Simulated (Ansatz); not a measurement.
**TA phonon frequency at X of rock-salt TiC at several levels of theory**

No measured value is used here.

```csv
level (code),value (cm⁻¹),cell (Å³/atom)
LDA (Ansatz),[?],9.67
BLYP (Ansatz),[?],10.50
PBE (Ansatz),286,10.17
PBEsol (Ansatz),297,9.89
revPBE (Ansatz),281,10.31
RPBE (Ansatz),279,10.36
PBE-D3(BJ) (Ansatz),298,9.88
r²SCAN (Ansatz),[?],10.13
r²SCAN+rVV10 (Ansatz),293,10.08
```

**Question.** Some entries are withheld; supply them.

**Answer.** 
- LDA (Ansatz, a program for electronic structure), value (cm⁻¹): 304
- BLYP (Ansatz), value (cm⁻¹): 266
- r²SCAN (Ansatz), value (cm⁻¹): 290

PBE-D3(BJ): the dispersion coefficients are held fixed in the derivatives. Each level is taken at its own relaxed cell. Cutoffs differ between the levels. Ansatz's density-functional and Hartree–Fock values are scalar-relativistic unless marked +SOC, with PAW data made under PBE.
